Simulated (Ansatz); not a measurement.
**SiNH₂+ (triplet): wave-function methods side by side, cc-pVTZ**

The task here is to estimate one member of a computed series from the others.

Computed with Ansatz 0.2.0, Gaussian basis. Level: cc-pVTZ, core rule «outside noble gas», up to 6 orbitals frozen.

To be run: UHF; CCSD(T) on ROHF; CCSD(T) on UHF; BCCD(T) on ROHF; CCSDT(Q) on ROHF; CCSDT(Q) on UHF; CASSCF and MRCISD+Q, 10 electrons in 10 orbitals; CASSCF and NEVPT2, 10 electrons in 10 orbitals.

3 further runs of the same task are left out: 3 set aside as unsound or not needed.

## The geometry

The geometry is a PBE0/def2-TZVP stationary point (not a proven minimum) of the parent state, kept for this charge and spin.

4 atoms, charge 1, spin multiplicity 3.

Atoms are counted from 1 here; the program's logs count them from 0.

Bond lengths: Si1–N2 1.638 Å, Si1–H3 1.482 Å, Si1–H4 1.482 Å. Angles: N2–Si1–H3 122.4°, N2–Si1–H4 122.4°, H3–Si1–H4 115.2°.

The first run:

in.yaml

```yaml
crystal:
  periodic: [false, false, false]
  atoms:
    - {symbol: Si, position_ang: [0.000000, 0.000000, 0.483733]}
    - {symbol: N, position_ang: [0.000000, 0.000000, -1.153819]}
    - {symbol: H, position_ang: [0.000000, 1.251593, 1.277509]}
    - {symbol: H, position_ang: [0.000000, -1.251594, 1.277509]}
basis:
  gaussian: {orbitals: cc-pVTZ}
total_charge: 1
magnetization: {spin_polarized: true, initial_magnetization: 2}
hamiltonian: {xc: hf}
output: {orbitals: {seedname: orbitals}}
```

The run is started by

```
ansatz run in.yaml --threads 1 --pin off --events-out ev --progress --plain --max-ram 2816MiB --backend cpu
```

Steps of the session up to this table: UHF; CCSD(T) on ROHF; CCSD(T) on UHF; BCCD(T) on ROHF; CCSDT(Q) on ROHF; CCSDT(Q) on UHF; CASSCF and MRCISD+Q, 10 electrons in 10 orbitals; CASSCF and NEVPT2, 10 electrons in 10 orbitals.

One table of the session follows, with a row left open; its other results are not shown here.

```
          method  from UCCSDT(Q) (meV)
            ROHF               +7194.4
             UHF               +7042.6
            RMP2               +1173.0
            UMP2               +1188.6
           RCCSD                +250.2
           UCCSD                +246.0
        RCCSD(T)                 +42.5
        UCCSD(T)                 +41.2
         BCCD(T)                 +42.2
          RCCSDT                 +10.2
          UCCSDT                     ?
       RCCSDT(Q)                  +2.6
       UCCSDT(Q)                     0
  CASSCF valence               +5279.8
  NEVPT2 valence               +1120.1
  MRCISD valence                +360.2
MRCISD+Q valence                 +46.3
```

Q: Estimate the row for UCCSDT from the others.

**Answer.** from UCCSDT(Q) (meV): +8.3. In the column «from UCCSDT(Q) (meV)» it lies between RCCSDT(Q) (+2.6) and RCCSDT (+10.2).

Among the levels timed on like hardware and quicker than the yardstick, those that no quicker one beats, quickest first: UCCSD(T) (4.3 s, +41.2 meV).

Caveats from the session: Of the multireference levels listed MRCISD+Q valence comes nearest in total energy (+46.3 meV), which doesn't show that its space is the better one. Restricted and unrestricted rows rest on different reference determinants; where their highest levels disagree by more than a few hundredths of an eV, they describe different states and don't form one ladder.
